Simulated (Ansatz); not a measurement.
Volume per atom of some elemental solids other than molecular ones

Method: r²SCAN+rVV10 in Ansatz (plane waves, PAW). References are measured values corrected to a static lattice. The table is a random draw of 6 from 14 solids with such references.

Values in Å³/atom.

| solid | reference | r²SCAN+rVV10 | error (%) |
|---|---|---|---|
| hcp Mg | 22.65¶ | 22.48 | -0.8 |
| hcp Y | 32.95¶ | 33.11 | +0.5 |
| hcp Ru | 13.45¶ | 13.39 | -0.4 |
| hcp Zr | 23.18¶ | 23.28 | +0.4 |
| hcp Ti | 17.50¶ | 17.19 | -1.8 |
| hcp Tl | 27.99¶ | 29.11 | +4.0 |

Over these 6 solids the mean error is +0.3 %, the mean absolute error 1.3 % (median 0.6 %), and the worst case hcp Tl at +4.0 %; the value is above the reference in 3 of 6 cases. Over all 14, from unrounded values, the mean error is -0.4 % and the mean absolute error 1.4 % (median 0.6 %).

All these references are brought to a static lattice.

Spin–orbit coupling is left out, also for the solids with elements from indium on (hcp Tl); its size isn't shown.

¶ marks references of a special kind: hcp Mg, 22.65 Å³/atom (measured, copied from a table, unchecked, extrapolated to 0 K and zero-point effects removed; as tabulated in Lejaeghere et al. (2013), arXiv:1204.2733); hcp Y, 32.95 Å³/atom (measured, copied from a table, unchecked, extrapolated to 0 K and zero-point effects removed; as tabulated in Lejaeghere et al. (2013), arXiv:1204.2733); hcp Ru, 13.45 Å³/atom (measured, copied from a table, unchecked, extrapolated to 0 K and zero-point effects removed; as tabulated in Lejaeghere et al. (2013), arXiv:1204.2733); hcp Zr, 23.18 Å³/atom (measured, copied from a table, unchecked, extrapolated to 0 K and zero-point effects removed; as tabulated in Lejaeghere et al. (2013), arXiv:1204.2733); hcp Ti, 17.50 Å³/atom (measured, copied from a table, unchecked, extrapolated to 0 K and zero-point effects removed; as tabulated in Lejaeghere et al. (2013), arXiv:1204.2733); hcp Tl, 27.99 Å³/atom (measured, copied from a table, unchecked, extrapolated to 0 K and zero-point effects removed; as tabulated in Lejaeghere et al. (2013), arXiv:1204.2733).

Differences are worked out from the printed values.

Ansatz's density-functional and Hartree–Fock values are scalar-relativistic unless marked +SOC, with PAW data made under PBE.

Ansatz's runs of these crystals have no spin polarisation. Meta-GGAs and exact exchange favour moments, which can bear on hcp Y, hcp Ti.

Not in this set, of the elemental solids other than molecular ones with a reference value in our tables and a result at some level: 2 for a published cell of unstated conditions; 2 for a reference at room or unstated temperature; 2 for a cell known from the COD alone. These can be a level's best or worst cases. Solids without a released value at any level aren't counted. Cubic solids are told by their lattice constant and aren't counted here. Layered and molecular crystals are counted apart. The metals Ce to Yb are counted apart.

References as tabulated in Lejaeghere et al. (2013), arXiv:1204.2733.

Ansatz is a first-principles code.
